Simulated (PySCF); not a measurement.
PySCF input (CCSD(T)/cc-pVDZ):

```python
from pyscf import gto, scf, mp, cc as ccmod

mol = gto.M(
    atom='''
    Si    0.08512521    0.08333339    0.08368655
    H    -0.93940997   -0.90765273    0.67751647
    H    -0.91388705    0.68123940   -0.93063229
    H     0.66154409   -0.94025419   -0.91849584
    ''',
    basis='cc-pvdz',
    charge=-1,
    spin=0,
    verbose=4,
)

mf = scf.RHF(mol)
mf.conv_tol = 1e-10
mf.max_cycle = 100
mf.kernel()
mp2 = mp.MP2(mf, frozen=5).run()
cc = ccmod.CCSD(mf, frozen=5)
cc.max_cycle = 100
cc.kernel()
et = cc.ccsd_t()
print(f'E(CCSD(T)) = {cc.e_tot + et:.9f}')
```

Output:

```
PySCF version 2.14.0

[INPUT] verbose = 4
[INPUT] num. atoms = 4
[INPUT] num. electrons = 18
[INPUT] charge = -1
[INPUT] spin (= nelec alpha-beta = 2S) = 0
[INPUT] symmetry False subgroup None
[INPUT] Mole.unit = angstrom
[INPUT] Symbol           X                Y                Z      unit          X                Y                Z       unit  Magmom
[INPUT]  1 Si     0.085125210000   0.083333390000   0.083686550000 AA    0.160863333196   0.157477284132   0.158144659810 Bohr   0.0
[INPUT]  2 H     -0.939409970000  -0.907652730000   0.677516470000 AA   -1.775227561986  -1.715215075914   1.280320573182 Bohr   0.0
[INPUT]  3 H     -0.913887050000   0.681239400000  -0.930632290000 AA   -1.726996233287   1.287355891263  -1.758640150777 Bohr   0.0
[INPUT]  4 H      0.661544090000  -0.940254190000  -0.918495840000 AA    1.250137149425  -1.776822906575  -1.735705584152 Bohr   0.0

nuclear repulsion = 15.0956259318743
number of shells = 14
number of NR pGTOs = 62
number of NR cGTOs = 33
basis = cc-pvdz
ecp = {}

******** <class 'pyscf.scf.hf.RHF'> ********
method = RHF
initial guess = minao
damping factor = 0
level_shift factor = 0
DIIS = <class 'pyscf.scf.diis.CDIIS'>
diis_start_cycle = 1
diis_space = 8
diis_damp = 0
SCF conv_tol = 1e-10
SCF conv_tol_grad = None
SCF max_cycles = 100
direct_scf = True
direct_scf_tol = 1e-13
Set gradient conv threshold to 1e-05
Initial guess from minao.
init E= -290.215284904187
  HOMO = -0.179075219060811  LUMO = 0.117181183724598  gap/eV = 8.06155
cycle= 1 E= -290.608920762681  delta_E= -0.394  |g|= 0.157  |ddm|= 1.37
  HOMO = -0.0323207240099728  LUMO = 0.388375163737679  gap/eV = 11.44772
cycle= 2 E= -290.623151283338  delta_E= -0.0142  |g|= 0.0422  |ddm|= 0.372
  HOMO = -0.057672520490557  LUMO = 0.373804641461274  gap/eV = 11.74109
cycle= 3 E= -290.624147381743  delta_E= -0.000996  |g|= 0.0113  |ddm|= 0.105
  HOMO = -0.0552700929698506  LUMO = 0.376088899128204  gap/eV = 11.73788
cycle= 4 E= -290.624278334358  delta_E= -0.000131  |g|= 0.00217  |ddm|= 0.0484
  HOMO = -0.055070691087181  LUMO = 0.376344278798357  gap/eV = 11.73940
cycle= 5 E= -290.624284729989  delta_E= -6.4e-06  |g|= 0.000389  |ddm|= 0.0146
  HOMO = -0.0550980115442958  LUMO = 0.376333230910217  gap/eV = 11.73984
cycle= 6 E= -290.624284931934  delta_E= -2.02e-07  |g|= 5.76e-05  |ddm|= 0.00307
  HOMO = -0.0551066768168424  LUMO = 0.376326872288461  gap/eV = 11.73990
cycle= 7 E= -290.62428493605  delta_E= -4.12e-09  |g|= 1.14e-05  |ddm|= 0.000405
  HOMO = -0.0551046762683192  LUMO = 0.376327319734216  gap/eV = 11.73986
cycle= 8 E= -290.624284936202  delta_E= -1.52e-10  |g|= 2.23e-06  |ddm|= 7.83e-05
  HOMO = -0.0551046837621563  LUMO = 0.376327351946147  gap/eV = 11.73986
cycle= 9 E= -290.624284936206  delta_E= -3.58e-12  |g|= 2.09e-07  |ddm|= 1.91e-05
  HOMO = -0.0551046250011398  LUMO = 0.376327366884368  gap/eV = 11.73986
Extra cycle  E= -290.624284936208  delta_E= -1.53e-12  |g|= 7.58e-08  |ddm|= 1.22e-06
converged SCF energy = -290.624284936208

******** <class 'pyscf.mp.mp2.RMP2'> ********
nocc = 4, nmo = 28
frozen orbitals 5
E(RMP2) = -290.744368778201  E_corr = -0.120083841993112
E(SCS-RMP2) = -290.753966914827  E_corr = -0.129681978619052
E_corr(same-spin) = -0.0166368828146332
E_corr(oppo-spin) = -0.103446959178479

******** <class 'pyscf.cc.ccsd.CCSD'> ********
CC2 = 0
CCSD nocc = 4, nmo = 28
frozen orbitals 5
max_cycle = 100
direct = 0
conv_tol = 1e-07
conv_tol_normt = 1e-05
diis_space = 6
diis_start_cycle = 0
diis_start_energy_diff = 1e+09
Init t2, MP2 energy = -290.744368778409  E_corr(MP2) -0.120083842201693
Init E_corr(CCSD) = -0.120083842201697
cycle = 1  E_corr(CCSD) = -0.142024440000062  dE = -0.0219405978  norm(t1,t2) = 0.0459159
cycle = 2  E_corr(CCSD) = -0.147530644923298  dE = -0.00550620492  norm(t1,t2) = 0.0163314
cycle = 3  E_corr(CCSD) = -0.15021088954073  dE = -0.00268024462  norm(t1,t2) = 0.00703167
cycle = 4  E_corr(CCSD) = -0.15014367888651  dE = 6.72106542e-05  norm(t1,t2) = 0.00136388
cycle = 5  E_corr(CCSD) = -0.150112957871552  dE = 3.0721015e-05  norm(t1,t2) = 0.000381121
cycle = 6  E_corr(CCSD) = -0.150123234721027  dE = -1.02768495e-05  norm(t1,t2) = 0.00012053
cycle = 7  E_corr(CCSD) = -0.150123183171251  dE = 5.15497765e-08  norm(t1,t2) = 3.32231e-05
cycle = 8  E_corr(CCSD) = -0.150123364328981  dE = -1.8115773e-07  norm(t1,t2) = 7.38367e-06
cycle = 9  E_corr(CCSD) = -0.150123323988053  dE = 4.0340928e-08  norm(t1,t2) = 2.25093e-06
CCSD converged
E(CCSD) = -290.7744082601956  E_corr = -0.1501233239880528
CCSD(T) correction = -0.00317533815331013
E(CCSD(T)) = -290.777583598
```

Whether it binds its extra electron was not tested at this geometry.
